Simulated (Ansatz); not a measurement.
in.yaml

```yaml
crystal:
  periodic: [false, false, false]
  atoms:
    - {symbol: P, position_ang: [0.000000, 0.000000, -1.806767]}
    - {symbol: Be, position_ang: [0.000000, 0.000000, 0.234533]}
    - {symbol: H, position_ang: [0.000000, 0.000000, 1.572233]}
basis:
  gaussian: {orbitals: 6-31G}
total_charge: 1
magnetization: {spin_polarized: true, initial_magnetization: 1}
correlation: {method: ccsdtq, electrons: outside_noble_gas}
```

```sh
$ ansatz run in.yaml --threads 1 --pin off --events-out ev --progress --plain --max-ram 2393MiB
```

Roughly how long does this take on 1 thread of Arm Neoverse V1, shared host, and how much host memory?

37 s wall and 0.17 GiB.

```
480 factors; integrals over basis functions are off by at most 1.7e-7 eV
mean field evaluation 1: about -9674.2356 eV, gradient 6.2e0 eV
mean field evaluation 2: about -9674.2336 eV, gradient 6.2e0 eV
mean field evaluation 4: about -9674.7276 eV, gradient 2.6e-1 eV
mean field evaluation 8: about -9674.7284 eV, gradient 2.0e-6 eV
mean field evaluation 16: about -9674.9405 eV, gradient 1.3e-2 eV
mean field evaluation 32: about -9674.7284 eV, gradient 3.0e-4 eV
mean field evaluation 64: about -9674.3047 eV, gradient 7.4e-1 eV
mean field evaluation 96: about -9671.9951 eV, gradient 6.4e0 eV
mean field evaluation 128: about -9671.0465 eV, gradient 6.5e0 eV
mean field evaluation 160: about -9673.9636 eV, gradient 3.3e0 eV
...
mean field -9674.94039892 eV, -355.5475017503 hartree, gradient 2.4e-6 eV, S^2 1.348591; 15 other end points of the search recorded, 0 dependent functions left out
determinant -9674.94039892 eV, -355.5475017503 hartree, with singles and doubles -9676.50189597 eV, -355.6048857082 hartree
determinant -9674.37592171 eV, -355.5267575954 hartree, with singles and doubles -9676.32729541 eV, -355.5984692562 hartree
determinant -9674.31325097 eV, -355.5244544881 hartree, with singles and doubles -9676.51634721 eV, -355.6054167816 hartree
determinant -9673.06537922 eV, -355.4785960472 hartree, with singles and doubles -9674.82342548 eV, -355.5432030555 hartree
determinant -9674.94039892 eV, -355.5475017503 hartree, with singles and doubles -9676.40639992 eV, -355.6013762931 hartree
determinant -9674.37592171 eV, -355.5267575954 hartree, with singles and doubles -9676.53243744 eV, -355.6060080868 hartree
determinant -9674.31325097 eV, -355.5244544881 hartree, with singles and doubles -9676.66817053 eV, -355.6109961856 hartree
determinant -9673.06537922 eV, -355.4785960472 hartree, with singles and doubles -9674.89994965 eV, -355.5460152670 hartree
determinant -9674.72844573 eV, -355.5397126140 hartree, with singles and doubles -9676.41412238 eV, -355.6016600885 hartree
6 core orbitals not correlated: weight in the atoms' cores, before any rotation towards them, 1.000 or more for the frozen orbitals, at most 0.000 for the correlated occupied ones
reference -9674.94039892 eV, -355.5475017503 hartree; 4, 3 occupied and 14, 15 virtual orbitals, 480 factors
second order -1.01568563 eV of doubles, -0.00000000 eV of singles
...
cycle  34  -1.50485482 eV  change   -9.6e-7 eV  update   1.9e-6
cycle  35  -1.50485513 eV  change   -3.1e-7 eV  update   1.8e-6
cycle  36  -1.50485577 eV  change   -6.4e-7 eV  update   1.7e-6
cycle   1  -1.50485675 eV  update   1.6e-6
cycle   2  -1.50485375 eV  change    3.0e-6 eV  update   1.7e-6
cycle   3  -1.50485095 eV  change    2.8e-6 eV  update   1.5e-6
cycle   4  -1.50484959 eV  change    1.4e-6 eV  update   1.2e-6
cycle   5  -1.50484906 eV  change    5.4e-7 eV  update   8.8e-7
cycle   6  -1.50484774 eV  change    1.3e-6 eV  update   7.1e-7
cycle   7  -1.50484716 eV  change    5.8e-7 eV  update   3.8e-7
Total energy: -9676.44524608 eV, -355.6028038634 hartree
```

The determinant's ⟨S²⟩ is 1.35 against 0.75 for a pure state. The T1 diagnostic is 0.152.
